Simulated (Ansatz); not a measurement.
## Bend profile

CH₃OS (SMILES CS[O-]) (charge -1), singlet, at its PBE0-D4/def2-TZVPD minimum:

```xyz
6
angstrom
C -0.2947 0.3554 -0.2833
S 0.0228 -1.2907 0.4019
O 1.3777 -1.1440 1.1687
H -0.3753 1.1052 0.5149
H 0.5104 0.6600 -0.9650
H -1.2409 0.3141 -0.8372
```

The angle H6–C1–H4 (109.2° at the minimum) is set to the values below, H6, with anything bonded beyond it, turning rigidly in the plane of the angle. Each method's energies count from its own value at the PBE0-D4 minimum structure. Computed with Ansatz 0.2.0 (basis: def2-TZVPPD); correlated methods freeze the cores. B3LYP uses VWN-RPA correlation.

| angle (°) | CCSD(T) (eV) | wB97M-V (eV) | HF (eV) |
| --- | --- | --- | --- |
| 79.2 | 0.680 | 0.663 | 0.779 |
| 86.7 | 0.383 | 0.374 | 0.439 |
| 94.2 | 0.170 | 0.166 | 0.194 |
| 101.7 | 0.043 | 0.041 | 0.048 |
| 109.2 | 0.000 | 0.000 | 0.000 |
| 116.7 | 0.042 | 0.041 | 0.051 |
| 124.2 | 0.167 | 0.163 | 0.199 |
| 131.7 | 0.371 | 0.364 | 0.443 |
| 139.2 | 0.652 | 0.639 | 0.780 |

Largest difference from the CCSD(T) curve over the scan: PBE-D4 0.067; r2SCAN-D4 0.025; PBE0-D4 0.024; B3LYP-D4 0.009 eV. Each curve counts from its own value at the minimum.

The T1 diagnostic stays at or below 0.019.

For scale, one of the runs: CCSD(T)/def2-TZVPPD, 179 basis functions (an equivalent command: `ansatz run in.yaml --threads 2`). The run took 14 s on 2 CPU threads (shared host), with 1.8 GiB of host memory at its peak.
